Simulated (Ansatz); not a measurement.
Reaction: Si2H5Cl (chloro(silyl)silane, SMILES [SiH2](Cl)[SiH3]) → Si2H5 (SMILES [SiH2][SiH3], doublet) + Cl (doublet) (the Cl-Si bond breaks)
Each species at its own B3LYP-D3(BJ)/def2-TZVP minimum (Ansatz, a first-principles code).

Total energies in hartree (Ansatz). UHF or UKS for unpaired electrons; spin-orbit terms are left out. Correlated methods leave the cores frozen. No relativity.

```csv
species,HF/cc-pV(T+d)Z,CCSD(T)/cc-pV(T+d)Z,HF/cc-pV(Q+d)Z,CCSD(T)/cc-pV(Q+d)Z,CCSD(T)/cc-pV(D+d)Z,CCSDT(Q)/cc-pV(D+d)Z
"1: Si2H5Cl (chloro(silyl)silane, SMILES [SiH3][SiH2]Cl)",-1040.37350,-1040.89143,-1040.38420,-1040.93917,-1040.73902,-1040.74097
"2: Si2H5 (SMILES [SiH2][SiH3], doublet)",-580.75936,-581.05307,-580.76614,-581.07472,-580.98183,-580.98332
3: Cl (doublet),-459.48556,-459.67356,-459.48916,-459.69449,-459.60403,-459.60445
```

Task: Work out the bond dissociation energy (electronic) in kcal/mol: take Hartree-Fock from cc-pV(Q+d)Z, extrapolate the CCSD(T) correlation energy as X^-3 (X = 3, 4), and add CCSDT(Q) - CCSD(T) in cc-pV(D+d)Z. 1 hartree = 627.51 kcal/mol.

Result: 
Species 1: correlation (64·(-0.55497) - 27·(-0.51793))/37 = -0.58200; step -0.00195; E1 = -1040.38420 + (-0.58200) + (-0.00195) = -1040.96815
Species 2: correlation (64·(-0.30858) - 27·(-0.29371))/37 = -0.31943; step -0.00149; E2 = -580.76614 + (-0.31943) + (-0.00149) = -581.08706
Species 3: correlation (64·(-0.20533) - 27·(-0.18800))/37 = -0.21798; step -0.00042; E3 = -459.48916 + (-0.21798) + (-0.00042) = -459.70756
-1·E1 +1·E2 +1·E3 = 0.17353 hartree = 108.9 kcal/mol.
